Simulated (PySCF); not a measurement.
phosphine cation (H3P), SMILES P (connectivity only; charge and spin as stated), charge +1, multiplicity 2.

Geometry optimised at PBE-D3(BJ)/def2-TZVPD. The multiplicity is an assumed one; other spin states were not compared.

Two levels are set side by side: PBE/def2-TZVPD (PySCF) and CAM-B3LYP/def2-TZVPD (PySCF). Same geometry, gas phase. Differences are taken from unrounded values.

| quantity | PBE |
|---|---|
| α-spin orbital gap (eV) | 7.03 |
| β-spin orbital gap (eV) | 5.45 |
| mean polarisability (bohr³) | 20.3 |

### Question
These are the PBE values. What does CAM-B3LYP give? (Estimate from the structure and the level; the computed values follow.)

### Answer

```json
[
 {"quantity": "α-spin orbital gap (eV)", "CAM-B3LYP": "11.71", "PBE minus CAM-B3LYP": "-4.68"},
 {"quantity": "β-spin orbital gap (eV)", "CAM-B3LYP": "10.48", "PBE minus CAM-B3LYP": "-5.04"},
 {"quantity": "mean polarisability (bohr³)", "CAM-B3LYP": "20.1", "PBE minus CAM-B3LYP": "0.2"}
]
```

Rough cost on one machine, each run with all the roots and properties that it gave: CAM-B3LYP against PBE within a factor of 2.
